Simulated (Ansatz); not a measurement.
# BClO (boron chloride oxide): levels of theory compared

Aim: a comparison of 6 runs (UHF/STO-3G, HSE06/STO-3G, UMP2/STO-3G, CCSDT(Q)/STO-3G, CCSDTQ/STO-3G, UCCSD(T)/STO-3G) of BClO (boron chloride oxide). 

The results are computed with Ansatz 0.2.0.

61 further runs of the same task are left out: 15 that didn't finish, 46 set aside as unsound or not needed.

## Step 1: The molecule

BClO has 3 atoms, charge 0, and is taken as a singlet. As SMILES, `O=BCl`. The B2–O1 distance was set to 1.790 Å, away from the relaxed value.

Bond lengths: O1–B2 1.790 Å, B2–Cl3 1.639 Å. Angles: O1–B2–Cl3 179.9°.

## Step 2: A single-point energy at UHF/STO-3G (run 1)

run.yaml reads:

```yaml
crystal:
  periodic: [false, false, false]
  atoms:
    - symbol: O
      position_ang: [1.472822, 0.876003, 0.905763]
    - symbol: B
      position_ang: [0.113080, 0.066620, 0.069470]
    - symbol: Cl
      position_ang: [-1.132640, -0.672810, -0.696460]
basis:
  gaussian:
    orbitals: STO-3G
accuracy: high
hamiltonian:
  xc: hf
magnetization:
  spin_polarized: true
```

On the command line:

```
$ ansatz run run.yaml --threads 1 --pin off --max-ram 2610MiB --events-out events.jsonl --progress --plain --runs-dir runs
```

Output:

```text
Warning: RAYON_NUM_THREADS=1 ignored (pool sized by the plan → 1); use --threads N
Functional definition: HF
  name "HF"
  exchange = exact_x
  correlation = 0
319 factors; integrals over basis functions are off by at most 3.2e-8 eV
mean field evaluation 1: about -15026.0743 eV, gradient 3.4e1 eV
mean field evaluation 2: about -15026.0872 eV, gradient 3.4e1 eV
mean field evaluation 4: about -15036.3349 eV, gradient 5.4e0 eV
mean field evaluation 8: about -15036.9421 eV, gradient 2.4e-1 eV
mean field evaluation 16: about -15036.9316 eV, gradient 6.0e-4 eV
mean field evaluation 32: about -15037.0698 eV, gradient 9.3e-1 eV
mean field evaluation 64: about -15037.4259 eV, gradient 9.2e-4 eV
mean field evaluation 96: about -15037.4259 eV, gradient 3.3e-3 eV
mean field evaluation 128: about -15037.4259 eV, gradient 2.7e-5 eV
mean field evaluation 160: about -15038.6815 eV, gradient 2.7e-6 eV
mean field evaluation 192: about -15038.6815 eV, gradient 3.2e-2 eV
mean field evaluation 224: about -15037.9466 eV, gradient 2.3e0 eV
mean field evaluation 256: about -15038.6831 eV, gradient 3.6e-1 eV
mean field evaluation 288: about -15038.5863 eV, gradient 1.5e0 eV
mean field evaluation 320: about -15030.4621 eV, gradient 3.2e0 eV
mean field evaluation 352: about -15038.6814 eV, gradient 7.5e-2 eV
mean field evaluation 384: about -15036.9316 eV, gradient 4.1e-8 eV
mean field evaluation 416: about -15037.9407 eV, gradient 6.4e0 eV
mean field -15038.68148334 eV, -552.6613509284 hartree, gradient 3.7e-8 eV, S^2 1.291914; 14 other end points of the search recorded, 0 dependent functions left out
reference -15038.68148334 eV, -552.6613509284 hartree; 15, 15 occupied and 4, 4 virtual orbitals, 319 factors
Total energy: -15038.68148334 eV, -552.6613509284 hartree
```

Wall time 1.4 s (1 thread of Arm Neoverse V1, shared host).

## Step 3: A single-point energy at HSE06/STO-3G (run 2)

in.yaml reads:

```yaml
crystal:
  periodic: [false, false, false]
  atoms:
    - symbol: O
      position_ang: [1.472822, 0.876003, 0.905763]
    - symbol: B
      position_ang: [0.113080, 0.066620, 0.069470]
    - symbol: Cl
      position_ang: [-1.132640, -0.672810, -0.696460]
basis:
  gaussian:
    orbitals: STO-3G
hamiltonian:
  xc: hse06
accuracy: high
```

On the command line:

```
$ ansatz run in.yaml --threads 1 --pin off --max-ram 2610MiB --events-out events.jsonl --progress --plain --runs-dir runs
```

Output:

```text
Warning: RAYON_NUM_THREADS=1 ignored (pool sized by the plan → 1); use --threads N
Functional definition: HSE06
  name "HSE06"
  parameter a = 0.25
  parameter omega = 0.11/bohr
  exchange = pbe_x - a*pbe_x_sr(omega) + a*exact_x_sr(omega)
  correlation = pbe_c
319 factors; integrals over basis functions are off by at most 3.2e-8 eV
55 factors; integrals over basis functions are off by at most 7.5e-10 eV
mean field evaluation 1: about -15052.9514 eV, gradient 4.5e1 eV
mean field evaluation 2: about -14894.2602 eV, gradient 1.4e2 eV
mean field evaluation 4: about -15052.0915 eV, gradient 4.5e1 eV
mean field evaluation 8: about -15061.5842 eV, gradient 2.9e-1 eV
mean field -15061.58507935 eV, -553.5030425571 hartree, gradient 2.2e-8 eV, S^2 0.000000; 0 other end points of the search recorded, 0 dependent functions left out
reference -15061.58508072 eV, -553.5030426073 hartree; 15, 15 occupied and 4, 4 virtual orbitals, 319 factors
Total energy: -15061.58508072 eV, -553.5030426073 hartree
```

Wall time 1.1 s (1 thread of Arm Neoverse V1, shared host).

## Step 4: A single-point energy at UMP2/STO-3G (run 3)

in.yaml reads:

```yaml
crystal:
  periodic: [false, false, false]
  atoms:
    - {symbol: O, position_ang: [1.472822, 0.876003, 0.905763]}
    - {symbol: B, position_ang: [0.113080, 0.066620, 0.069470]}
    - {symbol: Cl, position_ang: [-1.132640, -0.672810, -0.696460]}
basis:
  gaussian: {orbitals: STO-3G}
magnetization: {spin_polarized: true, initial_magnetization: 0}
correlation: {method: mp2, frozen_orbitals: {B: 1, Cl: 5, O: 1}}
accuracy: high
```

On the command line:

```
$ ansatz run in.yaml --threads 1 --pin off --max-ram 2610MiB --events-out events.jsonl --progress --plain --runs-dir runs
```

Output:

```text
Warning: RAYON_NUM_THREADS=1 ignored (pool sized by the plan → 1); use --threads N
Functional definition: HF
  name "HF"
  exchange = exact_x
  correlation = 0
319 factors; integrals over basis functions are off by at most 3.2e-8 eV
mean field evaluation 1: about -15026.0743 eV, gradient 3.4e1 eV
mean field evaluation 2: about -15026.0872 eV, gradient 3.4e1 eV
mean field evaluation 4: about -15036.3349 eV, gradient 5.4e0 eV
mean field evaluation 8: about -15036.9421 eV, gradient 2.4e-1 eV
mean field evaluation 16: about -15036.9316 eV, gradient 6.0e-4 eV
mean field evaluation 32: about -15037.0698 eV, gradient 9.3e-1 eV
mean field evaluation 64: about -15037.4259 eV, gradient 9.2e-4 eV
mean field evaluation 96: about -15037.4259 eV, gradient 3.3e-3 eV
mean field evaluation 128: about -15037.4259 eV, gradient 2.7e-5 eV
mean field evaluation 160: about -15036.8342 eV, gradient 8.3e-3 eV
mean field evaluation 192: about -15038.6815 eV, gradient 1.1e-2 eV
mean field evaluation 224: about -15038.0236 eV, gradient 1.0e-3 eV
mean field evaluation 256: about -15038.6823 eV, gradient 5.0e-2 eV
mean field evaluation 288: about -15038.2052 eV, gradient 4.2e0 eV
mean field evaluation 320: about -15038.6816 eV, gradient 5.0e-2 eV
mean field evaluation 352: about -15030.6662 eV, gradient 1.5e0 eV
mean field evaluation 384: about -15036.9316 eV, gradient 4.8e-4 eV
mean field -15038.68148334 eV, -552.6613509284 hartree, gradient 3.7e-8 eV, S^2 1.291914; 17 other end points of the search recorded, 0 dependent functions left out
7 core orbitals not correlated: weight in the atoms' cores, before any rotation towards them, 1.000 or more for the frozen orbitals, at most 0.000 for the correlated occupied ones
reference -15038.68148334 eV, -552.6613509284 hartree; 8, 8 occupied and 4, 4 virtual orbitals, 319 factors
second order -1.13476258 eV of doubles, -0.00000000 eV of singles
Total energy: -15039.81624593 eV, -552.7030526842 hartree
```

It took 1.8 s on 1 thread of Arm Neoverse V1, shared host.

Runs 4 to 5 aren't shown in full; the table further down has their settings and results.

## Step 5: The energy at UCCSD(T)/STO-3G (run 6)

job.yaml reads:

```yaml
crystal:
  periodic: [false, false, false]
  atoms:
    - {symbol: O, position_ang: [1.472822, 0.876003, 0.905763]}
    - {symbol: B, position_ang: [0.113080, 0.066620, 0.069470]}
    - {symbol: Cl, position_ang: [-1.132640, -0.672810, -0.696460]}
basis:
  gaussian: {orbitals: STO-3G}
correlation: {method: ccsd_t, frozen_orbitals: {B: 1, Cl: 5, O: 1}}
accuracy: high
scf: {omitted_lower_state_checks: [cluster_reference, increment]}
magnetization: {spin_polarized: true}
```

On the command line:

```
$ ansatz run job.yaml --threads 1 --pin off --max-ram 2610MiB --events-out events.jsonl --progress --plain --runs-dir runs
```

Output:

```text
Warning: RAYON_NUM_THREADS=1 ignored (pool sized by the plan → 1); use --threads N
[... 24 lines left out ...]
7 core orbitals not correlated: weight in the atoms' cores, before any rotation towards them, 1.000 or more for the frozen orbitals, at most 0.000 for the correlated occupied ones
[... 52 lines left out ...]
Total energy: -15042.22082557 eV, -552.7914193563 hartree
Checks for a lower state left out: cluster_reference, increment
```

Wall time 2.1 s (1 thread of Arm Neoverse V1, shared host).

## Step 6: The series

```csv
run,level,frozen core orbitals,energy (Eh),wall time
1,UHF/STO-3G,–,-552.661351,1.4 s
2,HSE06/STO-3G,–,-553.503043,1.1 s
3,UMP2/STO-3G,7,-552.703053,1.8 s
4,CCSDT(Q)/STO-3G,7,-552.831345,0.62 s
5,CCSDTQ/STO-3G,7,-552.800313,11 s
6,UCCSD(T)/STO-3G,7,-552.791419,2.1 s
```

## Step 7: Summary of results

| quantity | value |
| --- | --- |
| run 6: total energy | -552.79142 Eh |
| run 6: correlation energy (7 core orbitals frozen) | -130.1 mEh |
| run 6: (T) correction | -7.84 mEh |
| run 6: ⟨S²⟩ of the reference determinant | 1.292 |
| run 6: T1 diagnostic | 0.144 |

Below the UHF energy at the same shape and in the same basis (STO-3G): UMP2 -41.7 mEh; CCSDT(Q) -170.0 mEh; CCSDTQ -139.0 mEh; UCCSD(T) -130.1 mEh. Some of these start from another determinant than that one, so these aren't their correlation energies. In runs 4, 5 the log says that unrestricted orbitals would lower the reference, so the values rest on an unstable closed-shell determinant (other closed-shell runs at this shape may share the fault). In runs 1, 2, 3, 4, 5, 6 the basis is minimal, so the values are rough. Spin contamination of the reference: run 1 ⟨S²⟩ = 1.29, run 3 ⟨S²⟩ = 1.29, run 6 ⟨S²⟩ = 1.29. Where it is this large, the reference is a mixture of spin states, and values that rest on it are in doubt. All runs together took 18 s, the longest 11 s.
